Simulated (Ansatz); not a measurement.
**BHO (singlet): the correlation ladder at a displaced geometry (v2), cc-pVTZ**

The task here is to estimate one member of a computed series from the others.

Program: Ansatz 0.2.0, Gaussian basis. Level of theory: cc-pVTZ, core rule «outside noble gas», up to 2 orbitals frozen. These are calculated values, not measurements.

The runs, in order: UHF; CCSD(T) on RHF; BCCD(T) on RHF; CISD; CCSDT(Q) on RHF; CASSCF and NEVPT2, 10 electrons in 9 orbitals.

7 further runs of the same task are left out: 1 for a known fault of the program, 1 for a mislabelled method, 5 set aside as unsound or not needed.

### What is computed

The geometry is a PBE0/def2-TZVP stationary point (not a proven minimum) with its atoms shifted at random (size 0.100 Å).

3 atoms, charge 0, spin multiplicity 1.

Atoms are counted from 1 here; the program's logs count them from 0.

Bond lengths: B1–O2 1.198 Å, B1–H3 1.180 Å. Angles: O2–B1–H3 167.8°.

The first run:

in.yaml reads:

```yaml
crystal:
  periodic: [false, false, false]
  atoms:
    - {symbol: B, position_ang: [0.084376, 0.005225, 0.003416]}
    - {symbol: O, position_ang: [-0.080498, 0.013599, -1.182952]}
    - {symbol: H, position_ang: [-0.003878, -0.018825, 1.179536]}
basis:
  gaussian: {orbitals: cc-pVTZ}
magnetization: {spin_polarized: true, initial_magnetization: 0}
hamiltonian: {xc: hf}
output: {orbitals: {seedname: orbitals}}
```

On the command line:

```bash
$ ansatz run in.yaml --threads 1 --pin off --events-out ev --progress --plain --max-ram 2393MiB
```

Steps of the session up to this table: UHF; CCSD(T) on RHF; BCCD(T) on RHF; CISD; CCSDT(Q) on RHF; CASSCF and NEVPT2, 10 electrons in 9 orbitals.

One of the session's tables, all rows but one given; the rest of the session is left out.

It belongs to the step «Misses and costs». 

```
        method  from RCCSDT(Q) (kJ/mol)
           RHF                   +919.1
          RMP2                    +50.3
          CISD                    +98.0
         RCCSD                    +41.4
      RCCSD(T)                     +3.0
       BCCD(T)                        ?
        RCCSDT                     +2.5
     RCCSDT(Q)                        0
CASSCF valence                   +568.6
NEVPT2 valence                   +105.7
```

Q: Estimate the row for BCCD(T) from the others.

The run gave: from RCCSDT(Q) (kJ/mol): +2.9. In the column «from RCCSDT(Q) (kJ/mol)» it lies between RCCSDT (+2.5) and RCCSD(T) (+3.0).
